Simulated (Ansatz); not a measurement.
A nudged elastic band was laid between two geometries of AlClFH3 (6 atoms, charge 0, multiplicity 1).

All numbers below come from RKS PBE0-D4/6-31G* (Ansatz).

* movable images: 7
* climbing image: yes
* spring: 5.0 eV/Å²
* optimiser: quadratic models (default)
* start path: straight line
* force threshold: 0.03 eV/Å
* iteration limit: 60
* end points: relaxed

Initial state:

```xyz
6
Properties=species:S:1:pos:R:3
Al -0.587 0.107 -0.329
Cl 1.254 1.199 -0.760
H -0.916 -1.048 -1.360
H -1.629 0.910 0.550
H 1.340 -0.337 0.847
F 0.539 -0.830 1.052
```

Final state:

```xyz
6
Properties=species:S:1:pos:R:3
Al -0.768 -0.234 -0.047
Cl 1.479 1.068 -0.541
H -0.977 -1.021 -1.407
H -1.690 0.933 0.500
H 1.700 0.216 0.415
F 0.257 -0.961 1.080
```

Question: Which bonds break or form, and what moves?

Answer: Bonds broken: H5–F6. Bonds formed: Cl2–H5.

Question: What energy profile does the band end with?

Answer: The run converged. The highest image is number 4 of 0 to 8, 5.7 kcal/mol above the first end and 1.9 kcal/mol above the last; the last end lies 3.8 kcal/mol above the first. Another band between the same ends (7 images) ends at a top of the same energy, where a vibrational analysis finds 1 clearly imaginary mode. The orbitals stay closed-shell, which can raise the energy where a bond breaks towards radicals; this wasn't checked here.

```csv
image,path coordinate (Å),energy (kcal/mol),H5–F6 (Å),Cl2–H5 (Å)
0,0.00,0.0,0.96,2.23
1,0.17,0.4,0.98,2.01
2,0.34,1.8,1.02,1.81
3,0.51,4.2,1.12,1.63
4,0.69,5.7,1.29,1.47
5,0.83,5.0,1.46,1.38
6,0.98,4.2,1.63,1.33
7,1.12,3.9,1.80,1.31
8,1.27,3.8,1.98,1.30
```

Question: What is the geometry of the highest image?

Answer: 
```xyz
6
Properties=species:S:1:pos:R:3
Al -0.657 -0.102 -0.141
Cl 1.413 1.053 -0.544
H -0.929 -1.055 -1.372
H -1.650 0.914 0.551
H 1.325 0.009 0.483
F 0.498 -0.820 1.023
```

The run took 2.2 min on 1 thread of Intel(R) Xeon(R) Platinum 8259CL CPU @ 2.50GHz (Skylake/Cascade Lake), on a shared host, peak memory 0.18 GiB.
